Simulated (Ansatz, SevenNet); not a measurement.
Elastic constant C12 (GPa) of solids drawn from the class of elemental solids other than molecular ones, at two levels: the machine-learned potential SevenNet-0 (trained on PBE and PBE+U data), and r²SCAN (PAW; Ansatz, an electronic-structure program).

```csv
solid,SevenNet-0,r²SCAN,shift (%)
fcc Ir,287,249,-13.2
hcp Zn,86.5,45.0,-48
hcp Be,104,18.6,-82
fcc Pb,33.2,40.9,+23
hcp Zr,83.9,65.1,-22
hcp Cd,47.1,41.3,-12.3
double-hcp La,22.2,16.5,-26
hcp Re,337,292,-13.4
hcp Os,374,237,-37
fcc Pd,150,170,+13.3
```

The shifts run from -82 % to +23 %, with a median of -17.9 %.

Over all 10 rows r²SCAN is the larger in 2.

Ansatz's runs of these crystals have no spin polarisation. Meta-GGA and hybrid levels favour moments, which can bear on fcc Pd.

Spin–orbit coupling is left out, also for the solids with elements from indium on (fcc Ir, fcc Pb, double-hcp La, hcp Re, hcp Os); its size isn't shown.

Each level is taken at its own relaxed cell. Ansatz's density-functional and Hartree–Fock values are scalar-relativistic unless marked +SOC, with PAW data made under PBE.
